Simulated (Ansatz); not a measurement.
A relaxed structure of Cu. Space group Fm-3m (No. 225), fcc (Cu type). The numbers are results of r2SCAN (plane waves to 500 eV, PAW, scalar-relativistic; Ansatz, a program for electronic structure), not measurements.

```cif
data_Cu
_chemical_formula_sum 'Cu1'
_space_group_name_H-M_alt 'P 1'
_space_group_IT_number 1
_cell_length_a 2.52905
_cell_length_b 2.52905
_cell_length_c 2.52905
_cell_angle_alpha 60.000
_cell_angle_beta 60.000
_cell_angle_gamma 60.000
loop_
_space_group_symop_operation_xyz
  'x, y, z'
loop_
_atom_site_label
_atom_site_type_symbol
_atom_site_fract_x
_atom_site_fract_y
_atom_site_fract_z
_atom_site_occupancy
Cu1 Cu 0.00000 0.00000 0.00000 1
```

- Volume per atom: 11.44 Å³
- Density: 9.23 g/cm³
- Band gap: zero (metallic)
- Shortest distances: Cu–Cu 2.53 Å
- k-mesh: 22×22×22

No spin polarisation in the result.

Measured for Cu: a 3.595 Å (static lattice; corrected from measurement; as listed in Gábor I. Csonka et al., Physical Review B (2009)). Computed minus measured — a: r2SCAN -0.5 %. The computed values are for a static lattice.

The run could not lose the symmetry of its start.

It was reached from a disturbed copy of a Pm-3m (No. 221) cell (AFLOW prototype A_cP1_221_a (A_h)), against which it lies -0.51 eV/atom.
